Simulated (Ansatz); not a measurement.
Diamond-structure Si was calculated with HSE06 (plane waves, PAW; Ansatz, a program for electronic structure).

Run with plane-wave cutoff 520 eV, 8×8×8 k mesh, finite displacements, scalar-relativistic PAW data made under PBE.

Computed at the level's own relaxed cell.

Si is modelled in the cubic space group Fd-3m, origin choice 1 (No. 227), the diamond structure, Pearson symbol cF8. Conventional cell: a = 5.4396 Å, b = 5.4396 Å, c = 5.4396 Å, α = 90.00°, β = 90.00°, γ = 90.00°. Si on 8a is coordinated by 4 Si at 2.355 Å (tetrahedral). (Neighbours: up to the widest gap in distance over summed covalent radii, below 1.35, at either atom.)
(The calculation used a cell of 2 atoms; values per cell refer to that cell.)

Harmonic phonon frequencies (cm⁻¹; i marks an imaginary mode):

```
q point              frequencies
-------  -----------------------
Γ              0 0 0 528 528 528
X        155 155 421 421 469 469
L        117 117 387 419 501 501
```

Measured, for comparison: zone-centre TO phonon frequency 525 cm⁻¹ (low temperature, zero-point motion not removed; as tabulated in Tanner et al. (2021), arXiv:2110.11888). Computed (rounded) less measured: zone-centre TO phonon frequency +0.6 %.

No imaginary mode appears at these points.
